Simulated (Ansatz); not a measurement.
# BSiH₂+ (triplet): the correlation ladder, def2-QZVPP

One table from this session's results is given with a row withheld; the runs are named, their logs left out.

The runs use Ansatz 0.2.0, Gaussian basis; def2-QZVPP, core rule «outside noble gas», up to 6 orbitals frozen.

The runs, in order: UHF; ROHF; CCSD(T) on UHF.

### The geometry

The geometry is a PBE0/def2-TZVP stationary point (not a proven minimum) of the parent state, kept for this charge and spin.

4 atoms, charge 1, spin multiplicity 3.

Atoms are counted from 1 here; the program's logs count them from 0.

Bond lengths: Si1–B2 1.993 Å, B2–H3 1.191 Å, B2–H4 1.191 Å. Angles: Si1–B2–H3 115.4°, Si1–B2–H4 115.4°, H3–B2–H4 129.2°.

Geometry (Å):

```xyz
4
BH2Si
Si    0.00000    0.00000    0.64997
B     0.00000    0.00000   -1.34284
H     0.00000   -1.07595   -1.85389
H     0.00000    1.07595   -1.85389
```

Set-up of the first run:

in.yaml

```yaml
crystal:
  periodic: [false, false, false]
  atoms:
    - {symbol: Si, position_ang: [0.000000, 0.000000, 0.649966]}
    - {symbol: B, position_ang: [0.000000, 0.000000, -1.342837]}
    - {symbol: H, position_ang: [0.000000, -1.075954, -1.853888]}
    - {symbol: H, position_ang: [0.000000, 1.075954, -1.853888]}
basis:
  gaussian: {orbitals: "def2-QZVPP.json"}
total_charge: 1
magnetization: {spin_polarized: true, initial_magnetization: 2}
hamiltonian: {xc: hf}
output: {orbitals: {seedname: orbitals}}
```

On the command line:

```sh
ansatz run in.yaml --threads 1 --pin off --events-out ev --progress --plain --max-ram 4096MiB --backend cpu
```

Steps of the session up to this table: UHF; ROHF; CCSD(T) on UHF.

One table of the session follows, with a row left open; its other results are not shown here.

| method | from UCCSD(T) (kcal/mol) |
| --- | --- |
| ROHF | +125.16 |
| UHF | ? |
| UMP2 | +23.54 |
| UCCSD | +4.88 |
| UCCSD(T) | 0 |

**Question.** Estimate the row for UHF.

The run gave: from UCCSD(T) (kcal/mol): +121.93. In the column «from UCCSD(T) (kcal/mol)» it lies between UMP2 (+23.54) and ROHF (+125.16).
